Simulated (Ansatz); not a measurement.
Basis-set extrapolation for ClH₃SSi (`S[SiH2]Cl`) (PBE0-D4/def2-TZVP geometry, frozen core, the Gaussian-basis code of Ansatz). Multiplicity 1, RHF reference.

|  | def2-TZVPP | def2-QZVPP |
| --- | --- | --- |
| HF | -1147.829323 | -1147.862611 |
| MP2 correlation | -0.491355 | -0.537098 |
| CCSD(T) correlation | -0.562979 | not run |

Energies in hartree. Use E(X) = E(∞) + A·exp(−7.88·√X) for Hartree–Fock and E(X) = E(∞) + B·X^(−2.97) for correlation, with X = 3 and 4, and add CCSD(T) minus MP2 of the smaller set to the MP2 limit.

Problem. What is the CCSD(T) energy at the basis-set limit?

Solution. HF limit: -1147.862611 + (-0.033288) × 0.13774 = -1147.86720. MP2 limit: -0.537098 + (-0.045743) × 0.74074 = -0.57098. Higher-order term: -0.562979 − (-0.491355) = -0.07162. Total: -1148.50980 hartree, 308.5 kJ/mol below CCSD(T)/def2-TZVPP.
